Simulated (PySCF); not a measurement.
**How the method moves the HOMO and LUMO of `[O-]/C=C/Cl`**

C₂H₂ClO (charge -1).
SMILES with atom numbers: `[O-:1]/[CH:2]=[CH:3]/[Cl:4]` (hydrogens: H5 on C2; H6 on C3)

Basis pcSseg-2 throughout (PySCF), one geometry. Isolated species at its PBE0-D3(BJ)/def2-SVP geometry, gas phase. The geometry's basis has no diffuse functions.

Q: How do the orbital energies and the gap change with the method?

A: 
```
   method                    kind  HOMO (eV)  LUMO (eV)  gap (eV)  SCF cycles
     BLYP                     GGA       1.19       4.70      3.51          16
     OPBE                     GGA       1.17       4.80      3.62          17
    B97-D                     GGA       1.10       4.76      3.66          16
      KT3                     GGA       1.08       4.58      3.50          18
      PBE                     GGA       1.07       4.66      3.59          17
      KT2                     GGA       1.03       4.62      3.59          17
     BP86                     GGA       0.95       4.63      3.68          16
      LDA                     LDA       0.86       4.47      3.61          16
    B97-2           global hybrid       0.22       5.49      5.27          15
    B3LYP           global hybrid       0.15       5.19      5.04          15
     PBE0           global hybrid      -0.03       5.48      5.51          15
 mPW1PW91           global hybrid      -0.05       5.47      5.52          15
BHandHLYP           global hybrid      -1.05       6.00      7.05          14
CAM-B3LYP  range-separated hybrid      -1.33       6.17      7.50          14
  wB97X-D  range-separated hybrid      -1.85       7.11      8.95          15
  LC-wPBE  range-separated hybrid      -2.58       7.25      9.83          15
       HF            Hartree–Fock      -2.59       7.48     10.07          11
```

The HOMO spans 3.79 eV, from BLYP down to HF, and the gap runs from 3.50 eV (KT3) to 10.07 eV (HF). Over the methods BLYP (0 %), OPBE (0 %), B97-D (0 %), KT3 (0 %), PBE (0 %), KT2 (0 %), BP86 (0 %), LDA (0 %), B97-2 (21 %), B3LYP (20 %), PBE0 (25 %), mPW1PW91 (25 %), BHandHLYP (50 %), HF (100 %), a straight line through the gap against the share of exact exchange rises by 0.66 eV for each 10 % (correlation coefficient 0.997). Where the HOMO energy of this anion is positive, the outermost electrons may be held by the finite basis alone.
